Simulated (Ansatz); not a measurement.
We consider rutile SnO2, described by r²SCAN-D4 in Ansatz (plane waves, PAW).

Settings: plane-wave cutoff 560 eV, 8×8×10 k mesh (along the axes of the cell as run), Fermi–Dirac smearing 0.01 eV, scalar-relativistic PAW data made under PBE.

Shape and atoms are relaxed at each volume.

The direct gap at Γ against volume; x = 100 ln(V/12.012 Å³). One gap is withheld.

| V (Å³/atom) | x | gap (eV) |
|---|---|---|
| 11.531 | -4.09 | 2.305 |
| 11.772 | -2.02 | 2.063 |
| 12.012 | 0.00 | 1.836 |
| 12.252 | 1.98 | 1.624 |
| 12.492 | 3.92 | ? |

Fit a straight line to the rows shown, give the volume deformation potential and predict the withheld gap.

Means of the 4 rows: x̄ = -1.032, ȳ = 1.9570 eV. Σ(x − x̄)(y − ȳ) = -2.2968 and Σ(x − x̄)² = 20.465, so the slope is -0.1122 eV per unit of x, and dE_g/d ln V = -11.2 eV. At x = 3.92: 1.9570 + (-0.1122) × (3.92 − (-1.032)) = 1.401 eV. The run gives 1.426 eV, 0.025 eV above the line, as the curve bends the same way over all rows.

Measured, for comparison: band gap 3.81 eV (zero-point renormalisation of 215 meV (computed, non-adiabatic AHC, without the lattice-expansion part) added back here to the 1.8 K gap of; inputs from Miglio et al. (2020), arXiv:2011.12765).

Spin–orbit coupling is not included.

Note: the bulk modulus comes from volumes at which shape and atoms were relaxed.

Ansatz is a first-principles code.
